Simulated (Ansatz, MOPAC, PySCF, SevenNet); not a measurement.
# Rock-salt CaO, equilibrium lattice constant a

Reference value: 4.781 Å (measured, zero-point anharmonic expansion removed; as tabulated in Chen et al. (2018), doi:10.1103/physrevmaterials.2.073803).

| level (code) | value (Å) |
|---|---|
| PM6 semi-empirical Hartree-Fock (MOPAC) | 4.960 |
| SevenNet-0 | 4.838 |
| LDA (Ansatz) | 4.708 |
| PBE (Ansatz) | 4.831 |
| PBE-D4 (Ansatz) | … |
| r²SCAN (Ansatz) | … |
| B3LYP (VWN-RPA form) (Ansatz) | 4.832 |
| Hartree–Fock (Ansatz) | 4.858 |
| MP2 (PySCF) | … |

### Question
Complete the blanks.

### Answer

- PBE-D4 (Ansatz, a first-principles code), value (Å): 4.800
- r²SCAN (Ansatz), value (Å): 4.795
- MP2 (PySCF), value (Å): 4.821 ± 0.02

Errors against the reference: PM6 semi-empirical Hartree-Fock (MOPAC) +3.74 %, SevenNet-0 +1.19 %, LDA -1.53 %, PBE +1.05 %, PBE-D4 +0.40 %, r²SCAN +0.29 %, B3LYP (VWN-RPA form) +1.07 %, Hartree–Fock +1.61 %, MP2 +0.84 %.

Once the reference is moved by up to 0.30 % (a margin picked here for doubts on the reference and the settings) and values within 0.10 % count as equal, the nearest can be r²SCAN (+0.29 %) or PBE-D4 (+0.40 %). Among them PM6 semi-empirical Hartree-Fock (MOPAC) (+3.74 %) misses by most. Within 2 %: SevenNet-0, LDA, PBE, PBE-D4, r²SCAN, B3LYP (VWN-RPA form), Hartree–Fock, MP2.

A ± on a computed value is a rough bar: the spread of its extrapolation, a floor set from checks against published values, or a statistical error. PM6 semi-empirical Hartree-Fock (MOPAC): the method was fitted mainly to molecules. PM6 semi-empirical Hartree-Fock (MOPAC): the run uses a supercell at the zone centre in place of a k mesh. Cutoffs and k meshes differ between the levels. Ansatz's density-functional and Hartree–Fock values are scalar-relativistic unless marked +SOC, with PAW data made under PBE.

Machine-learned potentials (SevenNet-0) are trained on DFT data: a solid inside that data is no test of them.

Differences are worked out from the printed values.
